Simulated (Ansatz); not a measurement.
This was printed by a script on the Ansatz DFT code, driven from Python, for harmonic frequencies at the relaxed geometry of CO₂, SMILES O=C=O. What did the script look like? Settings (for the species named): PBE0, 6-31G* basis, multiplicity 1.

```
atom    x (Å)    y (Å)    z (Å)
   O   0.3674  -1.0795   0.0872
   C   0.0002   0.0001   0.0001
   O  -0.3675   1.0794  -0.0873
```

```console
$ python freq_co2.py
INFO:calc:pair        before    after (A)
O0-C1        1.1436   1.1654
C1-O2        1.1436   1.1654
INFO:calc:mode  1     654.8 1/cm    81.19 meV
INFO:calc:mode  2     654.8 1/cm    81.19 meV
INFO:calc:mode  3    1396.7 1/cm   173.17 meV
INFO:calc:mode  4    2479.8 1/cm   307.45 meV
imaginary modes: 0  zero-point energy: 0.3215 eV
INFO:calc:H(298 K) - E = 0.4188 eV
INFO:calc:S(298 K, 1 bar) = 219.7 J/(mol K) with symmetry number 1
```

The script that was run (others could print the same):

`freq_co2.py`
```python
"""Harmonic frequencies of CO2 at its relaxed geometry."""

from dataclasses import dataclass
import itertools
import logging
import sys

import ansatz as az
from ase import Atoms
from ase.data import atomic_numbers, covalent_radii
from ase.thermochemistry import IdealGasThermo
import numpy as np

logging.basicConfig(stream=sys.stdout, format="%(levelname)s:%(name)s:%(message)s")
logger = logging.getLogger("calc")
logger.setLevel(logging.INFO)


@dataclass(frozen=True)
class Options:
    basis_set: str = "6-31G*"
    xc: str = "pbe0"


cfg = Options()


def main() -> None:
    geometry_ang = [
        ("O", [0.36737, -1.07949, 0.08721]),
        ("C", [0.00017, 9e-05, 0.0001]),
        ("O", [-0.36754, 1.0794, -0.0873]),
    ]
    mol = az.Crystal.molecule()
    for symbol, xyz in geometry_ang:
        mol = mol.atom(symbol, xyz)

    calc = mol.calculation().basis(gaussian=cfg.basis_set).functional(cfg.xc)
    symbols = [site.symbol for site in mol.cartesian_sites]
    start = np.array([site.position_ang for site in mol.cartesian_sites], dtype=float)
    summary = calc.relax(force_tolerance=0.003, max_steps=100).run().report
    end = np.array(summary["positions_ang"])

    # pairs closer than 1.2 times the sum of covalent radii, before or after
    radius = [covalent_radii[atomic_numbers[s]] for s in symbols]
    span = lambda where, i, j: np.linalg.norm(where[i] - where[j])
    bonded = [(i, j) for i, j in itertools.combinations(range(len(symbols)), 2) if min(span(start, i, j), span(end, i, j)) < 1.2 * (radius[i] + radius[j])]
    logger.info("pair        before    after (A)")
    for i, j in bonded:
        print(f"{symbols[i]}{i}-{symbols[j]}{j}".ljust(10), f"{span(start, i, j):8.4f} {span(end, i, j):8.4f}")

    # frequencies need a stationary point, so they are taken at the relaxed geometry
    minimum = az.Crystal.molecule()
    for symbol, place in zip(symbols, end):
        minimum = minimum.atom(symbol, place.tolist())
    vibrating = (
        minimum.calculation()
        .basis(gaussian=cfg.basis_set)
        .functional(cfg.xc)
        .phonons(temperatures=(298.15, 498.15, 100))
    )
    vib = vibrating.run().report["vibrations"]
    sums = vib["harmonic_sums"]
    modes = [m["omega_inv_cm"] for m in sums["modes_at_gamma"] if m["rigid_motion"] == "no"]
    for number, w in enumerate(modes, start=1):
        logger.info(f"mode {number:2d} {w:9.1f} 1/cm {w / 8065.544 * 1000:8.2f} meV")
    print("imaginary modes:", sum(w < 0 for w in modes), " zero-point energy:", round(sums["zero_point_energy_ev"], 4), "eV")
    # rigid rotor and ideal gas, symmetry number taken as one
    gas = IdealGasThermo(vib_energies=[w / 8065.544 for w in modes if w > 0], geometry="linear" if len(modes) == 3 * len(symbols) - 5 else "nonlinear",
                         atoms=Atoms(symbols, positions=end), symmetrynumber=1, spin=0.0)
    logger.info(f"H(298 K) - E = {gas.get_enthalpy(298.15, verbose=False):.4f} eV")
    logger.info(f"S(298 K, 1 bar) = {96485.33 * gas.get_entropy(298.15, 1e5, verbose=False):.1f} J/(mol K) with symmetry number 1")


if __name__ == "__main__":
    main()
```

The frequencies are harmonic and unscaled, in a modest basis. The result belongs to the one conformer reached from this start, and soft torsions count as harmonic oscillators. The entropy takes a symmetry number of 1; a symmetric molecule's is lower by R ln(sigma). Run time: 8.3 s on 1 thread of Arm Neoverse V2 (shared host), peak memory 0.21 GiB.

(Lines on the test bed's own set-up are left out of the output.)
